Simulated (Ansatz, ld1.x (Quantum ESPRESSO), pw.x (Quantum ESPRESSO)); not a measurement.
# What a changed setting does to a pw.x run (fcc Al)

Potential: ultrasoft, ld1.x (Quantum ESPRESSO) 7.5, LDA (PW92); core [Ne], reference 3s2 3p1; waves: 3s (bound): rcut 1.60, rcutus 1.90 bohr; 3s channel at 4.65 Ry: rcut 1.60, rcutus 1.90 bohr; 3p (bound): rcut 1.80, rcutus 2.15 bohr; 3p channel at 0.7 Ry: rcut 1.80, rcutus 2.15 bohr; 3d channel at 0.25 Ry: rcut 2.00, rcutus 2.35 bohr; 3d channel at 1.05 Ry: rcut 2.00, rcutus 2.35 bohr; local part: all-electron potential smoothed inside 1.85 bohr (lloc = -1); core correction: Bessel-smoothed model core inside 1.55 bohr; augmentation: PSQ, inside the norm-conserving radii.

The reference run (k-mesh 14³, cutoffs 40/320 Ry, Fermi–Dirac 0.01 Ry, mixing_beta 0.4, conv_thr 1e-9, no spin) gives -0.20 GPa at 15.842 Å³/atom, where all-electron LAPW gives -0.23 GPa. This run, with its own iteration cap, changes mixing_mode to local-TF.

```
&control
  calculation='scf', prefix='x', pseudo_dir='./', outdir='./tmp', tstress=.true., disk_io='none'
/
&system
  ibrav=0, nat=1, ntyp=1, ecutwfc=40, ecutrho=320, nbnd=8,
  occupations='smearing', smearing='fd', degauss=0.01
/
&electrons
  conv_thr=1e-09, mixing_beta=0.4, electron_maxstep=60, mixing_mode='local-TF'
/
ATOMIC_SPECIES
Al 1.0 Al.UPF
CELL_PARAMETERS angstrom
  0.00000000 1.99339488 1.99339488
  1.99339488 0.00000000 1.99339488
  1.99339488 1.99339488 0.00000000
ATOMIC_POSITIONS crystal
Al 0.0000 0.0000 0.0000
K_POINTS automatic
14 14 14 0 0 0
```

```bash
pw.x < Al.scf.in > Al.scf.out
```

Problem. How does the run end?

Solution. It converges in 6 iterations; the free energy moves by +0.0 meV/atom and the pressure by +0.00 GPa. The result is that of the reference run.

```
Message from routine setup:
     using ibrav=0 with symmetry is DISCOURAGED, use correct ibrav instead
     lattice parameter (alat)  =       5.3273  a.u.
     unit-cell volume          =     106.9071 (a.u.)^3
     number of electrons       =         3.00
     number of Kohn-Sham states=            8
     kinetic-energy cutoff     =      40.0000  Ry
     charge density cutoff     =     320.0000  Ry
     scf convergence threshold =      1.0E-09
     Exchange-correlation= PW
     number of k points=   104  Fermi-Dirac smearing, width (Ry)=  0.0100
     iteration #  1     ecut=    40.00 Ry     beta= 0.40
     total energy              =      -6.40557008 Ry
     estimated scf accuracy    <       0.00525173 Ry
     iteration #  2     ecut=    40.00 Ry     beta= 0.40
     total energy              =      -6.40456278 Ry
     estimated scf accuracy    <       0.00263984 Ry
     iteration #  3     ecut=    40.00 Ry     beta= 0.40
     total energy              =      -6.40462883 Ry
     estimated scf accuracy    <       0.00000831 Ry
     iteration #  4     ecut=    40.00 Ry     beta= 0.40
     total energy              =      -6.40463029 Ry
     estimated scf accuracy    <          9.8E-09 Ry
     iteration #  5     ecut=    40.00 Ry     beta= 0.40
     total energy              =      -6.40463030 Ry
     estimated scf accuracy    <          3.1E-09 Ry
     iteration #  6     ecut=    40.00 Ry     beta= 0.40
     the Fermi energy is     8.1061 ev
!    total energy              =      -6.40463030 Ry
     estimated scf accuracy    <          1.6E-10 Ry
     smearing contrib. (-TS)   =      -0.00201150 Ry
     The total energy is F=E-TS. E is the sum of the following terms:
     one-electron contribution =       3.06885296 Ry
     hartree contribution      =       0.00575457 Ry
     xc contribution           =      -4.00017788 Ry
     ewald contribution        =      -5.47704846 Ry
     convergence has been achieved in   6 iterations
          total   stress  (Ry/bohr**3)                   (kbar)     P=       -2.04
     Message from routine punch:
     Nothing written, as per user request (disk_io='none')
```

The run took about 5.9 s on one core of a shared host (Intel(R) Xeon(R) Platinum 8375C CPU @ 2.90GHz, 96 threads, 744 GiB, load 41).
